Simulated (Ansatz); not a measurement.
Ideal-gas functions of `SC1OCO1` at 298.15 K and 1 bar, from an Ansatz frequency run at PBE0-D4/def2-TZVP.

Molar mass 92.12 g/mol, point group C1 (symmetry number 1), electronic degeneracy 1, moments of inertia 46.08, 173.815, 195.548 u Å². Harmonic wavenumbers (cm⁻¹, unscaled): 87, 169, 319, 385, 722, 910, 941, 996, 1012, 1097, 1105, 1153, 1154, 1251, 1336, 1404, 1558, 2720, 3022, 3050, 3075.

Use S(trans) = R[1.5 ln M + 2.5 ln T − 1.1517]; rotational temperatures θ = 24.2544 K / I; S(rot) = R[ln(√π/σ · √(T³/θAθBθC)) + 1.5]; for each mode x = 1.438777 ν̃/T, S = R[x/(eˣ − 1) − ln(1 − e⁻ˣ)] and H = RT x/(eˣ − 1); 1 cm⁻¹ = 0.0119627 kJ/mol; R = 8.31446 J/(mol·K).

Problem. By hand: the entropy, in J/(mol·K).

Solution. Translation 165.3. Rotation: θ = 0.5264, 0.1395, 0.124 K, giving 107.8. Vibration, mode by mode: 15.59, 10.24, 5.50, 4.27, 1.18, 0.56, 0.50, 0.40, 0.37, 0.26, 0.26, 0.21, 0.21, 0.14, 0.10, 0.07, 0.04, 0.00, 0.00, 0.00, 0.00, in all 39.9. Electronic 0.0. Sum 313.0 J/(mol·K).

Problem. By hand: H − E and G − E in kJ/mol, counted from the electronic energy.

Solution. Zero-point energy ½ × 27466 × 0.0119627 = 164.3; thermal vibration 6.5; translation, rotation and pV give 4 RT = 9.9. H − E = 180.7 kJ/mol, and G − E = 180.7 − 298.15 × 313.0/1000 = 87.4 kJ/mol.

Vibration gives 13 % of the entropy, 15.6 J/(mol·K) of it from the mode under 150 cm⁻¹: soft modes count most, and the harmonic formula is weakest for them. The sum counts one conformer and one mirror image; others add a mixing term.
